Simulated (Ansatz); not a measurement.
A calculation with Ansatz (development build ahead of 0.2.0).

```yaml
crystal:
  periodic: [false, false, false]
  atoms:
    - { symbol: C, position_ang: [0.0, 0.0, 0.0] }
    - { symbol: H, position_ang: [0.0, 0.0, -1.047] }
    - { symbol: C, position_ang: [0.0, 0.0, 1.0953] }
basis:
  gaussian: { orbitals: STO-3G }
magnetization:
  initial_magnetization: 1
hamiltonian:
  xc: hf
correlation:
  method: ccsd_t
  frozen_orbitals: { C: 1, H: 0 }
```

The input is written out in the form of the current development build from the run's settings. Correlation on restricted open-shell orbitals is semicanonical, with singles.

Output:

```yaml
Converged: yes
Reference_energy: -75.15346 hartree
CCSD_correlation_energy: -0.13566 hartree
Triples_correction: -0.00050 hartree
Total_energy: -75.28962 hartree
Spin_squared_of_the_determinant: 0.750
```
